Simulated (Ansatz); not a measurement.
**C, graphite: geometry optimisation**

Theory: DFT, PBE, plane waves (420 eV) with PAW, scalar-relativistic (Ansatz 0.2.0).

k-point mesh 8×8×3, Fermi-Dirac smearing 0.05 eV, no spin polarisation. Cell and atoms relax.

Starting structure:

```cif
data_structure
_symmetry_space_group_name_H-M 'P 1'
_symmetry_Int_Tables_number 1
_cell_length_a 2.4640
_cell_length_b 2.4640
_cell_length_c 6.7110
_cell_angle_alpha 90.000
_cell_angle_beta 90.000
_cell_angle_gamma 120.000
_cell_volume 35.29
loop_
_atom_site_label
_atom_site_type_symbol
_atom_site_fract_x
_atom_site_fract_y
_atom_site_fract_z
_atom_site_occupancy
C1 C 0.00000 0.00000 0.25000 1
C2 C 0.00000 0.00000 0.75000 1
C3 C 0.33333 0.66667 0.25000 1
C4 C 0.66667 0.33333 0.75000 1
```

Q: The pressure at the start is 1.7 GPa. By how much does the volume change?

A: From 8.82 to 11.23 Å³ per atom, 27.3 %. The final cell has a = 2.467 Å, c = 8.527 Å (c/a = 3.457).

Q: How much energy does the relaxation gain?

A: 14.4 meV per atom.

Path of the relaxation (the plane waves are chosen anew near the end, which can shift the energy a little):

```
step  E − E(final) (meV/atom)  V (Å³/atom)  P (GPa)  max force (eV/Å)
   0                    14.38        8.821     1.73             0.000
   1                    10.03        9.261     0.55             0.000
   2                     9.97        9.490    -0.01             0.000
   3                    10.04        9.509     0.12             0.000
   4                    10.05        9.512     0.00             0.000
   5                     4.97        9.512     0.65             0.000
   6                     4.33        9.807     0.35             0.000
   7                     5.12       10.096     0.00             0.000
   8                     1.64       10.096     0.14             0.000
   9                     1.91       10.346     0.06             0.000
  10                     2.34       10.477     0.00             0.000
  11                     2.40       10.491     0.00             0.000
  12                     0.66       10.491     0.06             0.000
  13                     1.06       10.669     0.03             0.000
  14                     1.24       10.724     0.00             0.000
  15                     0.29       10.724     0.04             0.000
  16                     0.49       10.811     0.04             0.000
  17                     0.79       10.909     0.01             0.000
  18                     0.14       10.909     0.04             0.000
  19                     0.51       11.039     0.01             0.000
  20                     0.58       11.061     0.00             0.000
  21                     0.03       11.061     0.02             0.000
  22                     0.28       11.148     0.00             0.000
  23                    -0.01       11.148     0.01             0.000
  24                     0.24       11.232     0.00             0.000
```

This functional, with no dispersion term, lets the cell expand far past the measured one.
